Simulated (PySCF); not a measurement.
# BPH₄− (doublet): open-shell or spin-flip excitations

What do calculations give for the open-shell or spin-flip excitations of BPH₄− (doublet) (`[BH2-]P`)?

Programs: PySCF 2.14.0, with routines of our own; each step states its level. All values are computed. Atoms count from 0.

## 1. The system as given

6 atoms, charge -1, multiplicity 2; geometry from: GFN2-xTB.

## 2. Open-shell or spin-flip excitations: unrestricted TDDFT CAM-B3LYP/def2-SVPD in tetrahydrofuran

What the job is given:

```
{"job": {"kind": "uabs", "xc": "CAM-B3LYP", "basis": "def2-SVPD", "nstates": 10, "tda": false, "solvent": "tetrahydrofuran", "pol": false}, "charge": -1, "multiplicity": 2}
B     -0.902491     0.093313    -0.035002
P      0.832946     0.330178     0.540462
H     -1.760394     0.675020     0.547951
H     -1.179053    -0.614477    -0.956549
H      1.408352    -0.990303     0.544719
H      1.603762     0.508259    -0.663156
```

Method: unrestricted TDDFT CAM-B3LYP/def2-SVPD, vertical, IEF-PCM tetrahydrofuran (non-equilibrium linear response), core orbitals frozen in the response.

Started as:

```console
> OMP_NUM_THREADS=1 python excited_run.py task.json out
```

One launch serves the whole session: the jobs run in the order shown.

Log:

```text
coarse grid: 5192 points
cycle   1  E = -368.4283294180  dE = -1.705e-01  |g| = 1.965e-01  |ddm| = 1.725e+00
cycle   2  E = -368.4512941787  dE = -2.296e-02  |g| = 1.372e-01  |ddm| = 6.954e-01
cycle   3  E = -368.4656247446  dE = -1.433e-02  |g| = 1.221e-02  |ddm| = 2.467e-01
cycle   4  E = -368.4658733938  dE = -2.486e-04  |g| = 3.735e-03  |ddm| = 4.950e-02
cycle   5  E = -368.4659019486  dE = -2.855e-05  |g| = 1.795e-03  |ddm| = 1.698e-02
cycle   6  E = -368.4659084266  dE = -6.478e-06  |g| = 6.346e-04  |ddm| = 6.229e-03
final grid: 44624 points
cycle   7  E = -368.5094891091  dE = -5.819e-06  |g| = 4.989e-04  |ddm| = 1.259e-02
cycle   8  E = -368.5094893945  dE = -2.853e-07  |g| = 2.624e-04  |ddm| = 2.029e-03
cycle   9  E = -368.5094894699  dE = -7.538e-08  |g| = 8.839e-05  |ddm| = 6.831e-04
cycle  10  E = -368.5094894982  dE = -2.839e-08  |g| = 3.127e-05  |ddm| = 4.134e-04
cycle  11  E = -368.5094895032  dE = -4.942e-09  |g| = 7.786e-06  |ddm| = 2.104e-04
cycle  12  E = -368.5094895034  dE = -2.383e-10  |g| = 2.189e-06  |ddm| = 5.560e-05
converged SCF energy = -368.5094895034

<S^2> of the reference = 0.7542 (exact 0.7500)

Excitations
state   eV       nm        f      <S^2>   main configurations
  1   2.9117    425.8   0.02427   0.760   Ha->La 0.98
  2   3.8025    326.1   0.07618   0.766   Ha->L+2a 0.99
  3   3.8648    320.8   0.00121   0.859   Hb->Lb 0.60, Ha->L+1a 0.36
  4   3.9714    312.2   0.01737   0.816   Ha->L+1a 0.61, Hb->Lb 0.35
  5   4.7720    259.8   0.02936   0.759   Ha->L+3a 0.94
  6   5.1143    242.4   0.00132   0.773   Ha->L+4a 0.89
  7   5.2499    236.2   0.00004   2.750   Hb->L+1b 0.39, H-1a->La 0.36
  8   5.4055    229.4   0.00045   1.756   H-1a->L+2a 0.38, Ha->L+5a 0.24, H-1b->Lb 0.16, Hb->L+3b 0.13
  9   5.4892    225.9   0.01115   1.241   Ha->L+5a 0.66, H-1a->L+2a 0.16, Hb->L+3b 0.08
 10   5.5463    223.5   0.00013   1.021   H-1b->Lb 0.73
```

It took 5.8 s on 1 thread of Arm Neoverse V1, shared host; peak memory 0.33 GiB.

From this job:

| quantity | value |
| --- | --- |
| ⟨S²⟩ | 0.754 |

Löwdin spin populations:

| atom | value (e) |
| --- | --- |
| B0 | 0.59 |
| P1 | 0.15 |
| H2 | 0.08 |
| H3 | 0.07 |
| H4 | 0.05 |
| H5 | 0.05 |

With diffuse functions Löwdin's scheme smears the spin, so small populations can have the wrong sign.

## 3. Open-shell or spin-flip excitations: unrestricted TDDFT CAM-B3LYP/def2-SVPD

What the job is given:

```
{"job": {"kind": "uabs", "xc": "CAM-B3LYP", "basis": "def2-SVPD", "nstates": 10, "tda": false}, "charge": -1, "multiplicity": 2}
B     -0.902491     0.093313    -0.035002
P      0.832946     0.330178     0.540462
H     -1.760394     0.675020     0.547951
H     -1.179053    -0.614477    -0.956549
H      1.408352    -0.990303     0.544719
H      1.603762     0.508259    -0.663156
```

With the program's defaults for keys left out, this is: unrestricted TDDFT CAM-B3LYP/def2-SVPD, vertical, gas phase, core orbitals frozen in the response.

Log:

```text
coarse grid: 5192 points
cycle   1  E = -368.3449040197  dE = -8.740e-02  |g| = 2.078e-01  |ddm| = 1.725e+00
cycle   2  E = -368.3670726279  dE = -2.217e-02  |g| = 1.644e-01  |ddm| = 8.253e-01
cycle   3  E = -368.3879104130  dE = -2.084e-02  |g| = 1.331e-02  |ddm| = 2.903e-01
cycle   4  E = -368.3881723597  dE = -2.619e-04  |g| = 4.397e-03  |ddm| = 5.903e-02
cycle   5  E = -368.3882034375  dE = -3.108e-05  |g| = 1.949e-03  |ddm| = 1.879e-02
cycle   6  E = -368.3882101054  dE = -6.668e-06  |g| = 7.123e-04  |ddm| = 6.652e-03
final grid: 44624 points
cycle   7  E = -368.4317971609  dE = -5.790e-06  |g| = 5.917e-04  |ddm| = 1.302e-02
cycle   8  E = -368.4317974560  dE = -2.951e-07  |g| = 3.594e-04  |ddm| = 2.398e-03
cycle   9  E = -368.4317975676  dE = -1.117e-07  |g| = 8.661e-05  |ddm| = 8.269e-04
cycle  10  E = -368.4317975922  dE = -2.453e-08  |g| = 3.072e-05  |ddm| = 4.601e-04
cycle  11  E = -368.4317975962  dE = -4.005e-09  |g| = 8.473e-06  |ddm| = 2.412e-04
cycle  12  E = -368.4317975965  dE = -2.827e-10  |g| = 2.350e-06  |ddm| = 8.445e-05
converged SCF energy = -368.4317975965

Static polarisability (au): isotropic 64.654, principal 56.876 59.454 77.632

<S^2> of the reference = 0.7541 (exact 0.7500)

Excitations
state   eV       nm        f      <S^2>   main configurations
  1   2.2680    546.7   0.01536   0.758   Ha->La 0.98
  2   3.3288    372.5   0.00830   0.768   Ha->L+1a 0.96
  3   3.6615    338.6   0.05954   0.765   Ha->L+2a 0.98
  4   3.8645    320.8   0.00326   0.932   Hb->L+1b 0.94
  5   4.4864    276.4   0.01719   0.759   Ha->L+3a 0.95
  6   4.7501    261.0   0.00004   2.747   Hb->Lb 0.41, H-1a->La 0.33, Hb->L+2b 0.11, H-1a->L+1a 0.09
  7   4.8178    257.3   0.00036   0.761   Ha->L+4a 0.94
  8   5.0489    245.6   0.01732   0.760   H-1a->La 0.46, Hb->Lb 0.38, H-1a->L+1a 0.08
  9   5.0860    243.8   0.01094   0.799   Ha->L+5a 0.87
 10   5.3191    233.1   0.00391   2.339   H-1a->L+2a 0.57, Hb->L+3b 0.23
```

It took 5.7 s on 1 thread of Arm Neoverse V1, shared host; peak memory 0.34 GiB.

Warnings kept with the result: the highest occupied orbital has positive energy: the anion is not bound at this level.

Key values:

| quantity | value |
| --- | --- |
| ⟨S²⟩ | 0.754 |

## 4. Open-shell or spin-flip excitations: unrestricted TDA CAM-B3LYP/6-31G*

What the job is given:

```
{"job": {"kind": "uabs", "xc": "CAM-B3LYP", "basis": "6-31G*", "nstates": 25, "tda": true, "scf": {"diis": false, "max_cycle": 76}}, "charge": -1, "multiplicity": 2}
B     -0.902491     0.093313    -0.035002
P      0.832946     0.330178     0.540462
H     -1.760394     0.675020     0.547951
H     -1.179053    -0.614477    -0.956549
H      1.408352    -0.990303     0.544719
H      1.603762     0.508259    -0.663156
```

Method: unrestricted TDA CAM-B3LYP/6-31G*, vertical, gas phase, core orbitals frozen in the response.

Log:

```text
final grid: 44624 points
cycle   1  E = -368.4703061340  dE = -6.306e-02  |g| = 2.243e-01  |ddm| = 1.512e+00
cycle   2  E = -368.4964436822  dE = -2.614e-02  |g| = 1.572e-01  |ddm| = 6.703e-01
cycle   3  E = -368.5052655485  dE = -8.822e-03  |g| = 1.181e-01  |ddm| = 4.361e-01
cycle   4  E = -368.5099313327  dE = -4.666e-03  |g| = 8.532e-02  |ddm| = 2.947e-01
cycle   5  E = -368.5123770869  dE = -2.446e-03  |g| = 6.438e-02  |ddm| = 2.268e-01
cycle   6  E = -368.5137262782  dE = -1.349e-03  |g| = 4.712e-02  |ddm| = 1.602e-01
cycle   7  E = -368.5144540783  dE = -7.278e-04  |g| = 3.545e-02  |ddm| = 1.216e-01
cycle   8  E = -368.5148579966  dE = -4.039e-04  |g| = 2.620e-02  |ddm| = 8.817e-02
cycle   9  E = -368.5150795844  dE = -2.216e-04  |g| = 1.969e-02  |ddm| = 6.649e-02
cycle  10  E = -368.5152031391  dE = -1.236e-04  |g| = 1.464e-02  |ddm| = 4.888e-02
cycle  11  E = -368.5152716263  dE = -6.849e-05  |g| = 1.099e-02  |ddm| = 3.675e-02
cycle  12  E = -368.5153099378  dE = -3.831e-05  |g| = 8.203e-03  |ddm| = 2.723e-02
cycle  13  E = -368.5153313041  dE = -2.137e-05  |g| = 6.156e-03  |ddm| = 2.045e-02
cycle  14  E = -368.5153432808  dE = -1.198e-05  |g| = 4.604e-03  |ddm| = 1.522e-02
cycle  15  E = -368.5153499836  dE = -6.703e-06  |g| = 3.454e-03  |ddm| = 1.142e-02
cycle  16  E = -368.5153537455  dE = -3.762e-06  |g| = 2.586e-03  |ddm| = 8.526e-03
cycle  17  E = -368.5153558550  dE = -2.109e-06  |g| = 1.940e-03  |ddm| = 6.394e-03
cycle  18  E = -368.5153570398  dE = -1.185e-06  |g| = 1.454e-03  |ddm| = 4.781e-03
cycle  19  E = -368.5153577049  dE = -6.651e-07  |g| = 1.090e-03  |ddm| = 3.585e-03
cycle  20  E = -368.5153580786  dE = -3.737e-07  |g| = 8.170e-04  |ddm| = 2.684e-03
cycle  21  E = -368.5153582885  dE = -2.099e-07  |g| = 6.127e-04  |ddm| = 2.012e-03
cycle  22  E = -368.5153584065  dE = -1.180e-07  |g| = 4.593e-04  |ddm| = 1.507e-03
cycle  23  E = -368.5153584728  dE = -6.629e-08  |g| = 3.444e-04  |ddm| = 1.130e-03
cycle  24  E = -368.5153585100  dE = -3.726e-08  |g| = 2.582e-04  |ddm| = 8.466e-04
cycle  25  E = -368.5153585310  dE = -2.094e-08  |g| = 1.936e-04  |ddm| = 6.347e-04
cycle  26  E = -368.5153585427  dE = -1.177e-08  |g| = 1.452e-04  |ddm| = 4.757e-04
cycle  27  E = -368.5153585494  dE = -6.617e-09  |g| = 1.089e-04  |ddm| = 3.566e-04
cycle  28  E = -368.5153585531  dE = -3.719e-09  |g| = 8.162e-05  |ddm| = 2.673e-04
cycle  29  E = -368.5153585552  dE = -2.091e-09  |g| = 6.120e-05  |ddm| = 2.004e-04
cycle  30  E = -368.5153585563  dE = -1.175e-09  |g| = 4.589e-05  |ddm| = 1.502e-04
cycle  31  E = -368.5153585570  dE = -6.608e-10  |g| = 3.441e-05  |ddm| = 1.126e-04
cycle  32  E = -368.5153585574  dE = -3.711e-10  |g| = 2.580e-05  |ddm| = 8.443e-05
converged SCF energy = -368.5153585574

Static polarisability (au): isotropic 39.858, principal 30.157 34.693 54.725

<S^2> of the reference = 0.7543 (exact 0.7500)

Excitations
state   eV       nm        f      <S^2>   main configurations
  1   4.1402    299.5   0.00334   0.964   Hb->Lb 0.95
  2   4.2757    290.0   0.09523   0.765   Ha->La 0.97
  3   4.6564    266.3   0.00001   0.769   Ha->L+1a 0.97
  4   5.6893    217.9   0.00388   0.782   Ha->L+2a 0.83, H-1b->Lb 0.13
  5   5.8130    213.3   0.00000   1.288   H-1b->Lb 0.54, H-1a->La 0.29, Ha->L+2a 0.09
  6   5.9621    208.0   0.00723   1.751   H-1a->La 0.37, H-1b->Lb 0.25, Hb->L+1b 0.18, H-2b->Lb 0.11
  7   6.2939    197.0   0.00006   2.741   H-1a->L+1a 0.52, Hb->L+2b 0.44
  8   7.0868    175.0   0.05081   0.858   H-2b->Lb 0.51, H-1a->La 0.20, Ha->L+4a 0.10
  9   7.1918    172.4   0.00431   0.784   Ha->L+3a 0.94
 10   7.4388    166.7   0.01176   0.932   Hb->L+1b 0.53, Ha->L+4a 0.27, H-1a->La 0.08
 11   7.5230    164.8   0.02920   1.033   H-3b->Lb 0.45, Hb->L+2b 0.29, H-1a->L+1a 0.17
 12   7.5793    163.6   0.00774   0.881   Ha->L+4a 0.59, H-2b->Lb 0.22, Hb->L+1b 0.12
 13   7.8279    158.4   0.01129   2.659   H-1a->L+2a 0.53, Hb->L+3b 0.40
 14   8.2423    150.4   0.18956   1.179   H-3b->Lb 0.30, H-1a->L+1a 0.20, Hb->L+2b 0.17, H-1a->L+2a 0.10
 15   8.5331    145.3   0.13623   0.827   Hb->L+3b 0.56, H-1a->L+2a 0.33
 16   8.5569    144.9   0.00080   2.342   H-2a->La 0.64, H-1b->L+1b 0.15
 17   9.0420    137.1   0.01281   2.604   H-1b->L+2b 0.46, H-2a->L+1a 0.35
 18   9.2485    134.1   0.03977   0.955   H-1b->L+1b 0.60, H-2a->La 0.25
 19   9.7814    126.8   0.00171   2.355   H-3a->La 0.51, H-1b->L+1b 0.14, H-3b->L+2b 0.10
 20   9.7872    126.7   0.02047   2.094   H-2a->L+1a 0.25, H-1b->L+3b 0.15, H-1a->L+4a 0.11, H-4a->La 0.09
 21   9.8609    125.7   0.01175   1.611   H-1b->L+2b 0.28, H-2a->L+1a 0.22, Hb->L+4b 0.16, H-1a->L+4a 0.10
 22   9.9256    124.9   0.00150   2.296   H-1b->L+3b 0.20, H-2a->L+2a 0.14, H-1a->L+4a 0.12, H-1b->L+2b 0.09
 23  10.0972    122.8   0.00268   2.338   H-4a->La 0.37, H-2a->L+2a 0.22, H-3b->L+1b 0.19
 24  10.1228    122.5   0.00193   2.610   H-3b->L+2b 0.41, H-4a->L+1a 0.29, H-3a->La 0.13
 25  10.2135    121.4   0.00001   2.721   H-1a->L+3a 0.30, H-3a->L+1a 0.17, Hb->L+4b 0.17, H-2b->L+2b 0.14
```

Run time: 5.8 s. Hardware: 1 thread of Arm Neoverse V1, shared host; peak memory 0.34 GiB.

Despite no DIIS, the SCF converged in 32 cycles.

Warnings kept with the result: the highest occupied orbital has positive energy: the anion is not bound at this level.

From this job:

| quantity | value |
| --- | --- |
| ⟨S²⟩ | 0.754 |

## 5. Results

| quantity | value |
| --- | --- |
| lowest and brightest state of nearly pure spin, of 10 (step 2, unrestricted TDDFT CAM-B3LYP/def2-SVPD in tetrahydrofuran) | 2.91 eV; 3.80 eV, f = 0.076 |
| lowest and brightest state of nearly pure spin, of 10 (step 3, unrestricted TDDFT CAM-B3LYP/def2-SVPD) | 2.27 eV; 3.66 eV, f = 0.060 |
| lowest and brightest state of nearly pure spin, of 25 (step 4, unrestricted TDA CAM-B3LYP/6-31G*) | 4.28 eV; 8.53 eV, f = 0.136 |

What this shows: States whose ⟨S²⟩ lies well above the reference's are mixtures of spin states, an artefact of the unrestricted response, and are left out of the summary. For an anion in the gas phase, states above the energy of detachment are held by the basis alone, so excitations and responses hang on it. The lowest state of nearly pure spin runs from 2.27 to 4.28 eV over the runs.
